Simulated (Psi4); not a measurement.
**CH5BO (BH2(OMe)) at 3 levels**

Aim: a comparison of 3 runs (M06-L/aug-cc-pVDZ, TPSS/aug-cc-pVDZ, r2SCAN/aug-cc-pVDZ) of CH5BO (BH2(OMe)). 

The results are computed with Psi4 1.11.

### Step 1. The system as given

The species is CH5BO (8 atoms), meant as a singlet with charge 0. As SMILES, `[H]B([H])OC`. One bond was lengthened or shortened from a relaxed shape.

Bond lengths: B1–O4 1.321 Å, O4–C5 1.615 Å, B1–H2 1.183 Å, B1–H3 1.172 Å, C5–H6 1.092 Å, C5–H7 1.093 Å, C5–H8 1.094 Å. Angles: B1–O4–C5 124.9°, H2–B1–O4 122.5°, H3–B1–O4 115.3°, O4–C5–H6 108.6°, O4–C5–H7 108.8°, O4–C5–H8 111.9°, H2–B1–H3 122.2°, H6–C5–H7 108.8°, H6–C5–H8 109.5°, H7–C5–H8 109.3°.

### Step 2. Energy and gradient at M06-L/aug-cc-pVDZ (run 1)

Input file calc.in:

```
memory 1.6 GB

molecule {
  0 1
  B
  H 1 1.182545
  H 1 1.172126 2 122.1684
  O 1 1.320663 3 115.33431 2 -179.82068
  C 4 1.614899 1 124.94391 3 -179.82087
  H 5 1.092415 4 108.59756 1 -126.18546
  H 5 1.09293 6 108.78686 4 118.22132
  H 5 1.093746 6 109.46483 7 119.37276
  symmetry c1
}

set {
  reference            rks
  puream               true
  e_convergence        1e-09
  d_convergence        1e-08
  scf_type             pk
  dft_radial_points    99
  dft_spherical_points 590
}

energy_value, wavefunction = gradient('m06-l/aug-cc-pVDZ', return_wfn=True)
oeprop(wavefunction, 'QUADRUPOLE', 'WIBERG_LOWDIN_INDICES', 'MULLIKEN_CHARGES', title='M06-L')
print_variables()
```

Run with:

```console
psi4 -n 1 calc.in calc.out
```

calc.out:

```text
[...]
  Running in c1 symmetry.
[...]
  Nuclear repulsion =   67.233000469115595
[...]
  Multiplicity = 1
[...]
  Nalpha       = 12
  Nbeta        = 12
[...]
    Number of basis functions: 114
[...]
   @RKS iter   1:  -140.93229528412607   -6.87932e-01   6.10888e-03 DIIS/ADIIS
[...]
   @RKS iter  12:  -141.17834201221976   -3.83693e-12   3.72216e-09 DIIS
[...]
    Orbital Energies [Eh]
    ---------------------
    Doubly Occupied:
       1A    -19.003689     2A    -10.131755     3A     -6.649285
       4A     -0.984504     5A     -0.676509     6A     -0.481476
       7A     -0.415513     8A     -0.410721     9A     -0.387122
      10A     -0.337518    11A     -0.307287    12A     -0.255921
[...]
  @RKS Final Energy:  -141.17834201221976
   => Energetics <=
    Nuclear Repulsion Energy =             67.2330004691155949
    One-Electron Energy =                -323.7428225659245982
    Two-Electron Energy =                 135.2305224188386603
    DFT Exchange-Correlation Energy =     -19.8990423342494189
    Empirical Dispersion Energy =           0.0000000000000000
    VV10 Nonlocal Energy =                  0.0000000000000000
    Total Energy =                       -141.1783420122197583
[...]
  -Total Gradient:
     Atom            X                  Y                   Z
    ------   -----------------  -----------------  -----------------
       1       -0.000215206801     0.003433219686    -0.013436343419
       2        0.000038177578     0.000243548941    -0.011639425559
       3        0.000080508460    -0.012057667013     0.007833742051
       4        0.000120191059     0.077785558873    -0.002322540232
       5        0.000385524037    -0.046140426119     0.012019877088
       6       -0.002488496095    -0.007512514818     0.004400174645
       7        0.002428606430    -0.007464379557     0.003986024662
       8       -0.000353541860    -0.008363373373    -0.000859615014
[...]
 Multipole Moments:
 ------------------------------------------------------------------------------------
     Multipole            Electronic (a.u.)      Nuclear  (a.u.)        Total (a.u.)
 ------------------------------------------------------------------------------------
 L = 1.  Multiply by 2.5417464519 to convert [e a0] to [Debye]
 Dipole X            :          0.0064598           -0.0102249           -0.0037651
 Dipole Y            :          1.6705471           -2.5392191           -0.8686720
 Dipole Z            :         -1.3235325            1.6219906            0.2984581
 Magnitude           :                                                    0.9185219
 L = 2.  Multiply by 1.3450342976 to convert [e a0^2] to [Debye ang]
 Quadrupole XX       :        -19.4165776            5.6365495          -13.7800281
 Quadrupole XY       :         -0.0280807            0.0274343           -0.0006464
[...]
  Mulliken Charges: (a.u.)
   Center  Symbol    Alpha    Beta     Spin     Total
       1     B     2.49684  2.49684  0.00000  0.00631
       2     H     0.56854  0.56854  0.00000 -0.13709
       3     H     0.44919  0.44919  0.00000  0.10162
       4     O     4.19862  4.19862  0.00000 -0.39724
       5     C     2.63712  2.63712  0.00000  0.72576
       6     H     0.53523  0.53523  0.00000 -0.07046
       7     H     0.53353  0.53353  0.00000 -0.06707
       8     H     0.58092  0.58092  0.00000 -0.16184
   Total alpha = 12.00000, Total beta = 12.00000, Total charge = -0.00000
[...]
```

It took 47 s on 1 thread of Intel Xeon 6975P-C (Granite Rapids), shared host; peak memory 0.68 GiB.

### Step 3. Energy and gradient at TPSS/aug-cc-pVDZ (run 2)

Input file calc.in:

```
memory 1600 MB

molecule mol {
  B      0.413048     1.169105     0.922330
  H      1.546718     0.934185     0.681460
  H      0.094888     2.040555     1.638730
  O     -0.581742     0.473255     0.402390
  C     -0.408730    -0.775400    -0.606980
  H     -1.004290    -0.584470    -1.502650
  H     -0.786680    -1.677140    -0.118600
  H      0.636530    -0.928750    -0.890170
  units angstrom
  symmetry c1
}

set basis aug-cc-pVDZ
set puream true
set e_convergence 1e-09
set d_convergence 1e-08
set scf_type pk
set dft_radial_points 99
set dft_spherical_points 590

energy_value, wavefunction = gradient('tpss', return_wfn=True)
```

Run with:

```console
psi4 calc.in calc.out -n 1
```

calc.out:

```text
[...]
  Running in c1 symmetry.
[...]
  Nuclear repulsion =   67.232981439490999
[...]
  Multiplicity = 1
[...]
  Nalpha       = 12
  Nbeta        = 12
[...]
    Number of basis functions: 114
[...]
   @RKS iter   1:  -140.97125135071744   -6.18103e-01   6.22769e-03 DIIS/ADIIS
[...]
   @RKS iter  11:  -141.23397677703358   -8.41283e-12   3.81714e-09 DIIS
[...]
    Orbital Energies [Eh]
    ---------------------
    Doubly Occupied:
       1A    -18.929823     2A    -10.073859     3A     -6.597601
       4A     -0.944168     5A     -0.665039     6A     -0.475180
       7A     -0.413725     8A     -0.409798     9A     -0.385884
      10A     -0.335931    11A     -0.302983    12A     -0.255669
[...]
  @RKS Final Energy:  -141.23397677703358
   => Energetics <=
    Nuclear Repulsion Energy =             67.2329814394909988
    One-Electron Energy =                -323.6814498443711159
    Two-Electron Energy =                 135.1469033961523678
    DFT Exchange-Correlation Energy =     -19.9324117683057978
    Empirical Dispersion Energy =           0.0000000000000000
    VV10 Nonlocal Energy =                  0.0000000000000000
    Total Energy =                       -141.2339767770335754
[...]
 Multipole Moments:
 ------------------------------------------------------------------------------------
     Multipole            Electronic (a.u.)      Nuclear  (a.u.)        Total (a.u.)
 ------------------------------------------------------------------------------------
 L = 1.  Multiply by 2.5417464519 to convert [e a0] to [Debye]
 Dipole X            :         -0.7934168            0.8384849            0.0450681
 Dipole Y            :          1.5238360           -2.2415815           -0.7177454
 Dipole Z            :          1.2551193           -1.8305335           -0.5754142
 Magnitude           :                                                    0.9210272
[...]
  -Total Gradient:
     Atom            X                  Y                   Z
    ------   -----------------  -----------------  -----------------
       1       -0.020216887646    -0.001531041288    -0.000070483382
       2       -0.012591395423     0.003216228337     0.003113649813
       3        0.005092739336    -0.012186134024    -0.010159267805
       4        0.028615237061     0.060196828751     0.047071260114
       5       -0.001818264806    -0.030076526789    -0.024629178502
       6        0.004021873902    -0.009656050791    -0.001516775482
       7        0.002825347410    -0.003177412173    -0.009396421668
       8       -0.005913618779    -0.006782120482    -0.004409716180
[...]
```

Wall time 49 s (1 thread of Intel Xeon 6975P-C (Granite Rapids), shared host); peak memory 0.68 GiB.

### Step 4. Energy and forces at r2SCAN/aug-cc-pVDZ (run 3)

Input file input.in:

```
memory 1600 mb

molecule geom {
  0 1
  B
  H 1 1.182545
  H 1 1.172126 2 122.1684
  O 1 1.320663 3 115.33431 2 -179.82068
  C 4 1.614899 1 124.94391 3 -179.82087
  H 5 1.092415 4 108.59756 1 -126.18546
  H 5 1.09293 6 108.78686 4 118.22132
  H 5 1.093746 6 109.46483 7 119.37276
  symmetry c1
  no_reorient
  no_com
}

set {
  reference rks
  puream true
  e_convergence 1e-09
  d_convergence 1e-08
  scf_type pk
  dft_radial_points 99
  dft_spherical_points 590
}

gradient("r2scan/aug-cc-pVDZ")
```

Run with:

```console
psi4 input.in input.out -n 1
```

input.out:

```text
[...]
  Running in c1 symmetry.
[...]
  Nuclear repulsion =   67.233000469115595
[...]
  Multiplicity = 1
[...]
  Nalpha       = 12
  Nbeta        = 12
[...]
    Number of basis functions: 114
[...]
   @RKS iter   1:  -140.87515672943712   -6.44249e-01   5.94791e-03 DIIS/ADIIS
[...]
   @RKS iter  11:  -141.11424448976314   -1.07150e-11   5.25845e-09 DIIS
[...]
    Orbital Energies [Eh]
    ---------------------
    Doubly Occupied:
       1A    -18.999916     2A    -10.120252     3A     -6.635666
       4A     -0.973998     5A     -0.681996     6A     -0.487031
       7A     -0.422665     8A     -0.417273     9A     -0.393230
      10A     -0.343328    11A     -0.311695    12A     -0.260233
[...]
  @RKS Final Energy:  -141.11424448976314
   => Energetics <=
    Nuclear Repulsion Energy =             67.2330004691155949
    One-Electron Energy =                -323.6723000893065887
    Two-Electron Energy =                 135.1242757052803540
    DFT Exchange-Correlation Energy =     -19.7992205748525123
    Empirical Dispersion Energy =           0.0000000000000000
    VV10 Nonlocal Energy =                  0.0000000000000000
    Total Energy =                       -141.1142444897631378
[...]
 Multipole Moments:
 ------------------------------------------------------------------------------------
     Multipole            Electronic (a.u.)      Nuclear  (a.u.)        Total (a.u.)
 ------------------------------------------------------------------------------------
 L = 1.  Multiply by 2.5417464519 to convert [e a0] to [Debye]
 Dipole X            :          0.0064199           -0.0102249           -0.0038050
 Dipole Y            :          1.6767248           -2.5392191           -0.8624943
 Dipole Z            :         -1.3113241            1.6219906            0.3106666
 Magnitude           :                                                    0.9167468
[...]
  -Total Gradient:
     Atom            X                  Y                   Z
    ------   -----------------  -----------------  -----------------
       1       -0.000205249367     0.000613900859    -0.015098348026
       2        0.000039894043     0.000867095276    -0.013843752492
       3        0.000090583819    -0.014203150401     0.009591004539
       4        0.000090088895     0.079752021633     0.000400636654
       5        0.000402256632    -0.042439728915     0.010860085226
       6       -0.003658028752    -0.007595347234     0.005276923744
       7        0.003725247399    -0.007647088937     0.004676312108
       8       -0.000485858393    -0.009387022441    -0.001928905156
[...]
```

It took 47 s on 1 thread of Intel Xeon 6975P-C (Granite Rapids), shared host; peak memory 0.69 GiB.

### Step 5. The series

```tsv
run	level	energy (Eh)	dipole moment (D)	HOMO energy (eV)	LUMO energy (eV)	wall time
1	M06-L/aug-cc-pVDZ	-141.178342	2.33	-6.96	-0.50	47 s
2	TPSS/aug-cc-pVDZ	-141.233977	2.34	-6.96	-0.88	49 s
3	r2SCAN/aug-cc-pVDZ	-141.114244	2.33	-7.08	-0.68	47 s
```

### Step 6. Results

```
                       quantity          value
            run 3: total energy  -141.11424 Eh
           run 3: dipole moment         2.33 D
             run 3: HOMO energy       -7.08 eV
             run 3: LUMO energy       -0.68 eV
           run 3: HOMO–LUMO gap        6.40 eV
run 3: largest force on an atom     4.101 eV/Å
```

The dipole moment (its size) runs from 2.33 D (r2SCAN/aug-cc-pVDZ) to 2.34 D (TPSS/aug-cc-pVDZ). The HOMO–LUMO gap runs from 6.07 eV (TPSS/aug-cc-pVDZ) to 6.47 eV (M06-L/aug-cc-pVDZ). Totals of different functionals can't be ranked against each other. All runs together took 2.4 min, the longest 49 s.
